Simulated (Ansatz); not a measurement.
# CH₄F radical: geometry and frequencies at several levels

An exercise on one series of results from a longer session: the logs are not shown, and one member is left open.

Program: Ansatz 0.2.0. Level of theory: the levels named in each step. These are calculated values, not measurements.

## Starting point

Bond lengths: F1–H3 0.933 Å, C2–H4 1.068 Å, C2–H5 1.067 Å, C2–H6 1.068 Å. Angles: H4–C2–H5 119.7°, H4–C2–H6 120.3°, H5–C2–H6 119.8°.

Structure file:

```xyz
6

F     0.5407   -0.5091   -1.4067
C    -0.7261    0.7180    1.8281
H     0.7016   -1.1544   -0.7528
H    -1.2834   -0.1201    2.1851
H    -0.3619    1.4452    2.5195
H    -0.5945    0.8692    0.7794
```

The first run:

Input file input.yaml:

```yaml
crystal:
  periodic: [false, false, false]
  atoms:
    - { symbol: F, position_ang: [0.54067, -0.5091, -1.40672] }
    - { symbol: C, position_ang: [-0.72615, 0.71803, 1.82808] }
    - { symbol: H, position_ang: [0.70164, -1.15437, -0.75281] }
    - { symbol: H, position_ang: [-1.28345, -0.1201, 2.18512] }
    - { symbol: H, position_ang: [-0.36185, 1.44516, 2.51953] }
    - { symbol: H, position_ang: [-0.59451, 0.86918, 0.77944] }
magnetization:
  spin_polarized: true
  initial_magnetization: 1
basis:
  gaussian: { orbitals: def2-SVP }
hamiltonian:
  xc: pbe
  dispersion: d4
relax:
  f_tol: 0.03
  max_steps: 200
```

Started as:

```sh
ansatz run input.yaml --threads 2 --pin off --max-ram 5120MiB --backend cpu --events-out ev --progress --plain --runs-dir out
```

Steps of the session up to this table: A rough first relaxation, PBE-D4/def2-SVP; Relaxation, PBE0-D4/def2-TZVPP; Frequencies, PBE0-D4/def2-TZVPP; Relaxation, PBE-D4/def2-TZVPP; Frequencies, PBE-D4/def2-TZVPP; Relaxation, r2SCAN-D4/def2-TZVPP; Frequencies, r2SCAN-D4/def2-TZVPP; Relaxation, B3LYP-D4/def2-TZVPP; Frequencies, B3LYP-D4/def2-TZVPP; Relaxation, B2PLYP/def2-TZVPP.

One table of the session follows, with a row left open; its other results are not shown here.

| level | F1–H3 (Å) | C2–H4 (Å) | dipole (D) | highest frequency (cm⁻¹) |
| --- | --- | --- | --- | --- |
| PBE0-D4/def2-TZVPP | 0.9301 | 1.0808 | 2.65 | 3849 |
| PBE-D4/def2-TZVPP | ? | ? | ? | ? |
| r2SCAN-D4/def2-TZVPP | 0.9352 | 1.0803 | 2.64 | 3724 |
| B3LYP-D4/def2-TZVPP | 0.9341 | 1.0795 | 2.66 | 3788 |
| B2PLYP/def2-TZVPP | 0.9288 | 1.0772 | 2.59 | - |

Estimate the missing values for PBE-D4/def2-TZVPP.

As computed: F1–H3 (Å): 0.9485; C2–H4 (Å): 1.0879; dipole (D): 2.70; highest frequency (cm⁻¹): 3539. In the column «F1–H3 (Å)» it is the highest.
